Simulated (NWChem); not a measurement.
# HCl (hydrogen chloride): levels of theory compared

Wanted: a comparison of 6 runs (HF/3-21G, BHLYP/def2-TZVPPD, BLYP/def2-TZVPPD, CAM-B3LYP/def2-TZVPPD, wB97X/def2-TZVPPD, CCSD/def2-TZVPPD) of HCl (hydrogen chloride). 

The calculation is run with NWChem 7.3.0.

1 further run of the same task is left out (set aside as unsound or not needed).

## Step 1: The system as given

HCl: 2 atoms, total charge 0, spin state singlet. As SMILES, `Cl`. The coordinates come from a PBE0-D4/def2-TZVP relaxation.

Bond lengths: Cl1–H2 1.279 Å.

## Step 2: Energy and forces at HF/3-21G (run 1)

Input file a.nw:

```
start a
title "ClH"
memory 2200 mb

geometry units bohr noautosym nocenter noautoz
Cl     1.03179046    -0.33731611     0.53063510
H     -1.03179046     0.33731611    -0.53063510
end

basis spherical bse
* library 3-21G
end

scf
nopen 0
rhf
thresh 1e-08
maxiter 80
print low
end

task scf gradient
```

Launch:

```bash
$ nwchem a.nw > a.out
```

The log of the run:

```text
[...]
  functions       =    15
[...]
  wavefunction    = RHF
[...]
         Total SCF energy =   -457.869311557440
      One-electron energy =   -647.311047685862
      Two-electron energy =    182.406959160913
 Nuclear repulsion energy =      7.034776967509
        Time for solution =      0.1s
[...]
                         RHF ENERGY GRADIENTS
    atom               coordinates                        gradient
                 x          y          z           x          y          z
   1 Cl      1.031790  -0.337316   0.530635   -0.007459   0.002439  -0.003836
   2 H      -1.031790   0.337316  -0.530635    0.007459  -0.002439   0.003836
 Task  times  cpu:        0.1s     wall:        0.1s
 Total times  cpu:        0.2s     wall:        0.2s
```

Wall time 0.69 s (1 thread of AMD EPYC 7B13 (Zen 3), shared host); peak memory 0.099 GiB.

## Step 3: Energy and forces at BHLYP/def2-TZVPPD (run 2)

Input file test.nw:

```
start test
title "ClH"
memory 2200 mb

geometry units au noautosym nocenter noautoz
Cl     1.03179046    -0.33731611     0.53063510
H     -1.03179046     0.33731611    -0.53063510
end

basis "ao basis" spherical bse
* library def2-TZVPPD
end

dft
xc bhlyp
grid xfine
convergence energy 1e-08
maxiter 100
mulliken
end

task dft gradient
```

Launch:

```bash
$ nwchem test.nw > test.out
```

The log of the run:

```text
[...]
          Wavefunction type:  closed shell.
          No. of atoms     :     2
          No. of electrons :    18
[...]
          Charge           :     0
          Spin multiplicity:     1
[...]
          AO basis - number of functions:    68
[...]
              XC Information
              --------------
                        BHLYP Method XC Functional
                     Hartree-Fock (Exact) Exchange  0.500
                        Slater Exchange Functional  0.500 local
                    Becke 1988 Exchange Functional  0.500 non-local
              Lee-Yang-Parr Correlation Functional  1.000
[...]
 d= 0,ls=0.0,diis     1   -460.8007133591 -4.68D+02  3.67D-03  2.60D-01     0.7
[...]
 d= 0,ls=0.0,diis     8   -460.8182235927 -2.24D-10  7.06D-08  2.30D-11     4.5
         Total DFT energy =     -460.818223592695
      One electron energy =     -649.988322761269
           Coulomb energy =      210.742530021743
    Exchange-Corr. energy =      -28.607207820678
 Nuclear repulsion energy =        7.034776967509
[...]
      Total Density - Mulliken Population Analysis
     ---------------------------------------------
    Atom       Charge   Shell Charges
 -----------   ------   -------------------------------------------------------
    1 Cl  17    17.21   2.01  0.44  1.52  1.13  0.83  0.03  4.19  1.67  1.13  2.76  1.43  0.03  0.00  0.01  0.02  0.00  0.00
    2 H    1     0.79   0.23  0.44  0.04  0.01  0.05  0.01  0.00
[...]
  wavefunction    = closed shell
                         DFT ENERGY GRADIENTS
    atom               coordinates                        gradient
                 x          y          z           x          y          z
   1 Cl      1.031790  -0.337316   0.530635    0.004689  -0.001533   0.002412
   2 H      -1.031790   0.337316  -0.530635   -0.004689   0.001533  -0.002412
[...]
```

Run time: 6.9 s. Hardware: 1 thread of AMD EPYC 7B13 (Zen 3), shared host; peak memory 0.12 GiB.

Runs 3 to 4 aren't shown in full; the table further down has their settings and results.

## Step 4: Energy and forces at wB97X/def2-TZVPPD (run 5)

Input file mol.nw:

```
start mol
title "ClH gradient"
memory total 2200 mb

geometry units angstroms noautosym nocenter noautoz
  Cl    0.546000   -0.178500    0.280800
  H    -0.546000    0.178500   -0.280800
end

basis "ao basis" spherical bse
  * library def2-TZVPPD
end

dft
  xc wb97x
  mult 1
  grid xfine
  convergence energy 1e-08
  iterations 100
  mulliken
end

task dft gradient
```

Launch:

```bash
$ nwchem mol.nw > mol.out
```

The log of the run:

```text
[...]
          Wavefunction type:  closed shell.
          No. of atoms     :     2
          No. of electrons :    18
[...]
          Charge           :     0
          Spin multiplicity:     1
[...]
          AO basis - number of functions:    68
[...]
              XC Information
              --------------
                       wb97x  Method XC Functional
                     Hartree-Fock (Exact) Exchange  1.000
                         wb97x Exchange Functional  1.000
                      wb97x Correlation Functional  1.000
[...]
 d= 0,ls=0.0,diis     1   -460.7978517594 -4.68D+02  3.35D-03  4.74D-01     2.0
[...]
 d= 0,ls=0.0,diis     8   -460.8173721450 -1.01D-09  1.81D-07  9.10D-11    14.6
         Total DFT energy =     -460.817372145040
      One electron energy =     -650.011079370398
           Coulomb energy =      210.761411071372
    Exchange-Corr. energy =      -28.602481305335
 Nuclear repulsion energy =        7.034777459321
[...]
      Total Density - Mulliken Population Analysis
     ---------------------------------------------
    Atom       Charge   Shell Charges
 -----------   ------   -------------------------------------------------------
    1 Cl  17    17.21   2.01  0.43  1.52  1.12  0.82  0.03  4.19  1.67  1.15  2.78  1.42  0.03  0.00  0.01  0.02  0.00  0.00
    2 H    1     0.79   0.23  0.44  0.04  0.01  0.05  0.01  0.00
[...]
  wavefunction    = closed shell
[...]
                         DFT ENERGY GRADIENTS
    atom               coordinates                        gradient
                 x          y          z           x          y          z
   1 Cl      1.031790  -0.337316   0.530635    0.002361  -0.000772   0.001214
   2 H      -1.031790   0.337316  -0.530635   -0.002361   0.000772  -0.001214
[...]
```

Wall time 21 s (1 thread of AMD EPYC 7B13 (Zen 3), shared host); peak memory 0.12 GiB.

## Step 5: A single-point energy at CCSD/def2-TZVPPD (run 6)

Input file mymol.nw:

```
start mymol
memory 2200 mb
geometry units angstrom noautosym nocenter noautoz
  Cl       0.546000      -0.178500       0.280800
  H       -0.546000       0.178500      -0.280800
end
basis "ao basis" spherical bse
  Cl library def2-TZVPPD
  H library def2-TZVPPD
end
scf
  thresh 1e-08
  maxiter 80
  noprint "final vectors analysis"
end
ccsd
  freeze core 5
  maxiter 60
end
task ccsd
```

Launch:

```bash
$ nwchem mymol.nw > mymol.out
```

The log of the run:

```text
[...]
  functions       =    68
[...]
  wavefunction    = RHF
[...]
         Total SCF energy =   -460.099919734431
      One-electron energy =   -649.780104696500
      Two-electron energy =    182.645407502747
 Nuclear repulsion energy =      7.034777459321
        Time for solution =      3.2s
[...]
 Total MP2 energy:           -460.304999646966223
[...]
             energy      energy      error      ampl     ampl      Block
                                                time     time      time
[...]
 Total CCSD energy:           -460.325467752912914
[...]
```

Run time: 21 s. Hardware: 1 thread of AMD EPYC 7B13 (Zen 3), shared host; peak memory 0.11 GiB.

## Step 6: All runs side by side

```csv
run,level,iteration cap,module,energy (Eh),largest force (eV/Å),wall time
1,HF/3-21G,80,scf,-457.869312,0.449,0.69 s
2,BHLYP/def2-TZVPPD,100,dft,-460.818224,0.282,6.9 s
3,BLYP/def2-TZVPPD,100,dft,-460.815969,0.356,7.2 s
4,CAM-B3LYP/def2-TZVPPD,100,dft,-460.833717,0.035,20 s
5,wB97X/def2-TZVPPD,100,dft,-460.817372,0.142,21 s
6,CCSD/def2-TZVPPD,80,ccsd,-460.325468,–,21 s
```

## Step 7: Outcome

| quantity | value |
| --- | --- |
| run 6: total energy | -460.32547 Eh |
| run 6: correlation energy (5 core orbitals frozen) | -225.5 mEh |

**Reading.** Over runs 2, 3, 4, 5 the dipole moment (its size) runs from 1.05 D (BLYP/def2-TZVPPD) to 1.14 D (wB97X/def2-TZVPPD). Over runs 2, 3, 4, 5 the HOMO–LUMO gap runs from 6.88 eV (BLYP/def2-TZVPPD) to 13.87 eV (wB97X/def2-TZVPPD). Totals of different functionals can't be ranked against each other. All runs together took 78 s, the longest 21 s.
